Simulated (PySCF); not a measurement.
## How methods differ on the electron affinity of F

F- [Ne] (1S) → F [He] 2s2 2p5 (2P), as a difference of total energies. Calculation: PySCF 2.14, in aug-cc-pVTZ with one added diffuse shell each of s, p, d, f type (6s5p4d3f, 62 functions); no relativity, point nucleus. Correlated levels: valence: 1s2 frozen. The calculations carry no spin-orbit coupling.

| method | electron affinity (eV) |
| --- | --- |
| UHF | 1.195 |
| MP2 (valence) | 3.653 |
| SCS-MP2 (valence) | 3.467 |
| CCSD (valence) | 3.162 |
| CCSD(T) (valence) | 3.327 |

How much does correlation contribute at CCSD(T) (valence)?

3.327 − (1.195) = 2.132 eV, measured against UHF.

A first-order spin-orbit estimate (lowest level to lowest level, LS coupling) adds -0.017 eV.

Errors of the correlated levels include the incompleteness of this basis and the frozen core.

For comparison: 3.401 eV (measured; photodetachment measurements, as compiled on the Wikipedia data page of electron affinities).
